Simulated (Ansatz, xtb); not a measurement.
C3H7FO: which of two isomers lies lower

Structure a is `C[C@H](F)CO`, a singlet and structure b is `OCCCF`, a singlet. Both are isolated molecules in the gas phase, relaxed with PBE0-D3(BJ)/def2-SVP, each in the lowest conformer that the search found.

a (Å):

```xyz
12

C    -0.5768    0.8081    0.6443
C    -1.3612   -0.2500    1.3787
C    -1.0413   -1.6696    0.9496
F    -1.0420   -0.1742    2.7338
O     0.3080   -1.9747    1.1481
H    -0.7462    1.7946    1.0981
H     0.4958    0.5714    0.6831
H    -0.8843    0.8511   -0.4111
H    -2.4475   -0.0703    1.2886
H    -1.7076   -2.3611    1.5030
H    -1.2613   -1.7909   -0.1231
H     0.4962   -1.7797    2.0744
```

b (Å):

```csv
atom,x (Å),y (Å),z (Å)
C,-1.6189,-0.2760,0.9842
C,-1.0185,-0.7906,-0.3144
C,0.4523,-0.4674,-0.4414
F,0.9640,-1.0132,-1.5929
O,-0.9742,-0.7775,2.1264
H,-1.1117,-1.7305,2.1524
H,-2.7058,-0.4878,0.9977
H,-1.5161,0.8209,1.0347
H,-1.1439,-1.8865,-0.3792
H,-1.5664,-0.3645,-1.1714
H,1.0064,-0.8681,0.4230
H,0.6108,0.6256,-0.4689
```

Q: Estimate which is lower in electronic energy at CCSD(T)/def2-SVP + ΔMP2/def2-TZVPP, and by roughly how much.

A: The CCSD(T)/def2-SVP + ΔMP2/def2-TZVPP calculation puts structure a lower, by 21.6 kJ/mol.

How the difference moves with the method:

| level | geometry | E(b) − E(a) (kJ/mol) | departure from the last row (kJ/mol) | job, with rough time for the two |
| --- | --- | --- | --- | --- |
| GFN2-xTB | GFN2-xTB | +8.2 | −13.4 | optimisation, 0.14 s |
| HF/STO-3G | GFN2-xTB | +11.7 | −9.9 | single point, 0.34 s |
| r2SCAN-D4/def2-SVP | GFN2-xTB | +27.0 | +5.4 | single point, 2.6 s |
| PBE0-D3(BJ)/def2-SVP | PBE0-D3(BJ)/def2-SVP | +23.7 | +2.1 | optimisation, 24 s |
| HF/def2-SVP | PBE0-D3(BJ)/def2-SVP | +20.1 | −1.5 | part of the CCSD(T) run |
| MP2/def2-SVP | PBE0-D3(BJ)/def2-SVP | +24.0 | +2.4 | part of the CCSD(T) run |
| CCSD(T)/def2-SVP | PBE0-D3(BJ)/def2-SVP | +23.8 | +2.2 | single point |
| CCSD(T)/def2-SVP + ΔMP2/def2-TZVPP | PBE0-D3(BJ)/def2-SVP | +21.6 |  | single point, 25 s |

As drawn, both hold the same kinds of bond in the same numbers. Structure a has 1 methyl group, b 0.

The levels shown agree on the order. The largest departure from CCSD(T)/def2-SVP + ΔMP2/def2-TZVPP is that of GFN2-xTB, 13.4 kJ/mol. The last row adds to CCSD(T) the change of the MP2 difference between the two basis sets, here −2.2 kJ/mol.

With harmonic frequencies from PBE0-D3(BJ)/def2-SVP (ideal gas, rigid rotor, one conformer each, 298.15 K, 1 atm): on the last row, ΔE + ΔZPE = +22.9, ΔH = +23.2, ΔG = +21.3 kJ/mol.

The correlated steps freeze 5 core orbitals. Codes used: Ansatz 0.2.0, xtb 6.7.1; the last row on 2 threads of Intel(R) Xeon(R) Platinum 8375C CPU @ 2.90GHz (Ice Lake) on a shared host.
